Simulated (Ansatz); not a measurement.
A made-up structure of BSiH₄O (charge +1), closed shell:

| atom | x (Å) | y (Å) | z (Å) |
| --- | --- | --- | --- |
| B1 | 0.4109 | 0.0530 | 0.4736 |
| Si2 | -1.3433 | 0.3900 | -0.4551 |
| O3 | 1.4343 | -0.8377 | -0.3349 |
| H4 | -2.4065 | -0.5234 | -0.2280 |
| H5 | -1.4504 | 1.5350 | -1.2882 |
| H6 | 0.7471 | 0.4274 | 1.5077 |
| H7 | 2.3206 | -1.1139 | -0.0707 |

It is relaxed with PBE-D4/def2-SVP and then PBE0-D4/def2-TZVP (Ansatz 0.2.0). Atoms count as bonded within 1.22 times the sum of their covalent radii (H–H: 0.88 Å). The end point is not checked to be a true minimum.

Does its bonding change? (A judgement: the text doesn't fix the answer.)

The calculation gives: No: no bond forms or breaks.

Where it ends: The first stage lowers the energy by 1.35 eV in 11 steps. It ends as BSiH₄O ([OH][BH][SiH2]), total charge +1:
```
7
angstrom
B 0.5680 -0.0591 0.3989
Si -1.2540 0.3445 -0.4628
O 1.3728 -0.8081 -0.3321
H -2.4640 -0.4789 -0.2412
H -1.5231 1.5478 -1.2817
H 0.7731 0.4028 1.4819
H 2.2400 -1.0185 0.0416
```

Labels in which every atom is bracketed show which atoms are joined, not bond orders.

For scale, one of the runs: PBE0-D4/def2-TZVP relaxation, 123 basis functions, launched by `ansatz run in.yaml --threads 2 --pin off --events-out ev --progress --plain --max-ram 4352MiB`. The run took about 12 s on 2 CPU threads of an Arm Neoverse V2 (shared host).
